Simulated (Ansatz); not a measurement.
Geometry optimisation, Ansatz 0.2.0, RKS PBE-D4/STO-3G.

Input:

```yaml
crystal:
  periodic: [false, false, false]
  atoms:
    - { symbol: "N", position_ang: [-0.33957, 1.2388, -0.4698] }
    - { symbol: C, position_ang: [0.48618, 0.46446, 0.48758] }
    - { symbol: C, position_ang: [0.69384, -0.84863, 0.59433] }
    - { symbol: O, position_ang: [-0.12549, -1.61618, -0.42847] }
    - { symbol: H, position_ang: [-0.70363, 0.53582, -1.1117] }
    - { symbol: H, position_ang: [-1.15484, 1.6227, 0.02113] }
    - { symbol: H, position_ang: [1.00351, 1.13082, 1.18817] }
    - { symbol: H, position_ang: [0.13999, -2.52779, -0.28124] }
total_charge: -1
basis:
  gaussian: { orbitals: STO-3G }
hamiltonian:
  xc: pbe
  dispersion: d4
relax:
  f_tol: 0.015
  max_steps: 40
```

Run as:

```bash
$ ansatz run input.yaml --threads 1 --pin off --max-ram 2048MiB --backend cpu --events-out ev --progress --plain --runs-dir out
```

Where does it end, and by what steps?

It converged. Limits of this set-up: minimal basis, an anion without diffuse functions, the dipole of an ion depends on the origin. After 13 steps the energy has fallen by 0.578 eV; H5 moved furthest, 0.36 Å.

```
step  energy less start (eV)  largest force component (eV/Å)  accepted
   0                  0.0000                           5.090       yes
   1                 -0.4678                           0.879       yes
   2                 -0.5437                           0.431       yes
   3                 -0.5431                           0.465        no
   4                 -0.5578                           0.127       yes
   5                 -0.5640                           0.073       yes
   6                 -0.5698                           0.114       yes
   7                 -0.5712                           0.075       yes
   8                 -0.5746                           0.094       yes
   9                 -0.5751                           0.339       yes
  10                 -0.5767                           0.170       yes
  11                 -0.5773                           0.130       yes
  12                 -0.5776                           0.058       yes
  13                 -0.5777                           0.014       yes
```

```xyz
8
Properties=species:S:1:pos:R:3
N -0.297 1.189 -0.525
C 0.551 0.514 0.577
C 0.703 -0.857 0.687
O -0.320 -1.360 -0.340
H -0.542 0.234 -1.006
H -1.261 1.356 -0.045
H 1.127 1.241 1.181
H 0.040 -2.319 -0.529
```

Run time: 19 s on 1 thread of Arm Neoverse V1 (shared host), peak memory 0.11 GiB.
